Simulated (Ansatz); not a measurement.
C6H12, SMILES `C/C=C/C(C)C`. The species carries charge 0 and has multiplicity 1. All single points use the PBE0-D4/def2-TZVP geometry. It is one conformer, not always the lowest.

```xyz
18

C     0.854   -2.450    1.351
C     0.863   -1.313    0.388
C    -0.048   -0.350    0.333
C    -0.045    0.795   -0.631
C     0.055    2.125    0.110
C    -1.291    0.761   -1.512
H     1.762   -2.458    1.964
H    -0.007   -2.398    2.021
H     0.822   -3.411    0.829
H     1.691   -1.284   -0.320
H    -0.880   -0.371    1.039
H     0.837    0.690   -1.274
H     0.061    2.964   -0.590
H     0.964    2.174    0.714
H    -0.800    2.258    0.781
H    -1.350   -0.171   -2.078
H    -2.197    0.842   -0.904
H    -1.291    1.594   -2.221
```

(1) What is the dipole moment at ωB97M-V/def2-TZVPP? (Best estimate.)

(2) And with PBE, r2SCAN, B3LYP? (Estimate.)

(3) Give the Mulliken charges with ωB97M-V, r2SCAN, B3LYP in def2-TZVPP. (Best estimate.)

Answers

(1) The calculation gave: 0.14 D, with components (0.12, -0.08, -0.03) D in this frame, pointing from negative to positive charge.

(2) Computed: PBE 0.14 D, r2SCAN 0.14 D, B3LYP 0.13 D.

(3) Ansatz gave: 
```csv
atom,ωB97M-V,r2SCAN,B3LYP
C1,-0.27,-0.09,-0.21
C2,-0.09,-0.09,-0.11
C3,-0.14,-0.16,-0.14
C4,-0.03,0.20,0.11
C5,-0.30,-0.16,-0.26
C6,-0.30,-0.16,-0.26
H7,0.10,0.05,0.08
H8,0.08,0.03,0.07
H9,0.10,0.05,0.08
H10,0.08,0.05,0.08
H11,0.09,0.05,0.07
H12,0.04,-0.03,0.02
H13,0.10,0.04,0.08
H14,0.11,0.05,0.09
H15,0.10,0.04,0.07
H16,0.11,0.05,0.09
H17,0.10,0.04,0.07
H18,0.10,0.04,0.08
```

B3LYP here is the variant with VWN-RPA as its local correlation; programs differ in this.
